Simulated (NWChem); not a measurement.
**Correlation energy of H₂Si**

```xyz
3

Si     0.0000     0.0000     0.1341
H      1.0961     0.0000    -0.9390
H     -1.0961     0.0000    -0.9390
```
Charge 0, spin multiplicity 1.

Program: NWChem. All single points use one geometry, from PBE0/def2-SVP, a minimum by its harmonic frequencies.

Basis set: def2-QZVP. Each correlation energy counts from its own Hartree-Fock reference.

The correlated methods keep 5 core orbitals frozen. The structure started from a generated list of species. Coupled-cluster values serve here as a point of comparison, not as the truth.

Q: For the correlation energy, MP2 gives -117.2 mHa and SCS-MP2 gives -130.4 mHa. What do CR-CCSD[T], CR-CCSD(T), CCSD give?

A: CR-CCSD[T]: -146.3 mHa; CR-CCSD(T): -146.2 mHa; CCSD: -142.6 mHa.
